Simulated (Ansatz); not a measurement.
Reaction (SMILES): ClCl (Cl2) + [H][H] (H2) → 2 Cl (HCl)
B3LYP-D3(BJ)/def2-TZVP geometries, fixed; electronic energies without zero-point terms.
Largest species:
```
Cl
Cl 1 2.0135
```

Effect of a fitting basis named in the input at wB97M-V/def2-TZVPP with Ansatz (an electronic-structure program), against the last row, where the energy of full hydrogenation is -45.47 kcal/mol. The default fits or decomposes integrals by the program's own choice; accuracy: high also tightens integrals, grids and stops.

```
setting                        largest shift of a total energy (mEh)  shift of the energy of full hydrogenation (kcal/mol)
-----------------------------  -------------------------------------  ----------------------------------------------------
fitting: def2-SV(P)-JKFIT                                     -0.024                                                 0.002
fitting: def2-universal-JKFIT                                 -0.024                                                 0.002
fitting: cc-pVTZ-JKFIT                                        -0.010                                                -0.006
fitting: cc-pVQZ-JKFIT                                        -0.013                                                 0.000
fitting: cc-pV5Z-JKFIT                                        -0.012                                                 0.000
accuracy: high                                                -0.014                                                 0.000
accuracy: medium (default)                                     0.000                                                 0.000
```

Within 0.02 kcal/mol in the energy of full hydrogenation: fitting: def2-SV(P)-JKFIT; fitting: def2-universal-JKFIT; fitting: cc-pVTZ-JKFIT; fitting: cc-pVQZ-JKFIT; fitting: cc-pV5Z-JKFIT; accuracy: high. The largest shift is 0.024 mEh in a total energy and 0.006 kcal/mol in the difference.
